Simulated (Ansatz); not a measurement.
C4H3FS, SMILES `Fc1cccs1` at its PBE0-D4/def2-TZVP geometry, where that method's forces vanish. Charge 0, multiplicity 1.

| atom | x (Å) | y (Å) | z (Å) |
| --- | --- | --- | --- |
| F1 | 0.440 | 2.471 | 0.751 |
| C2 | 0.314 | 1.222 | 0.327 |
| C3 | -0.755 | 0.408 | 0.501 |
| C4 | -0.523 | -0.861 | -0.093 |
| C5 | 0.696 | -0.961 | -0.687 |
| S6 | 1.599 | 0.489 | -0.540 |
| H7 | -1.653 | 0.705 | 1.024 |
| H8 | -1.242 | -1.669 | -0.077 |
| H9 | 1.123 | -1.805 | -1.206 |

(1) For each bond, give half the difference of the two atoms' forces along it (eV/Å; positive pushes the atoms apart) under PBE-D4, r2SCAN-D4, B3LYP-D4, ωB97M-V in def2-TZVPP. (Estimate.)

## Answers

(1) Computed: 
```tsv
bond	length (Å)	PBE-D4	r2SCAN-D4	B3LYP-D4	ωB97M-V
F1–C2	1.324	0.39	0.19	0.33	0.39
C2–C3	1.355	0.27	0.15	-0.06	-0.24
C2–S6	1.715	0.19	0.08	0.16	-0.02
C3–C4	1.420	-0.12	-0.05	0.16	0.30
C3–H7	1.081	-0.03	-0.12	-0.15	-0.12
C4–C5	1.360	0.38	0.24	0.11	-0.10
C4–H8	1.082	-0.02	-0.09	-0.17	-0.12
C5–S6	1.714	0.20	0.15	0.29	0.15
C5–H9	1.079	-0.07	-0.16	-0.20	-0.07
```

B3LYP here is the variant with VWN-RPA as its local correlation; programs differ in this.
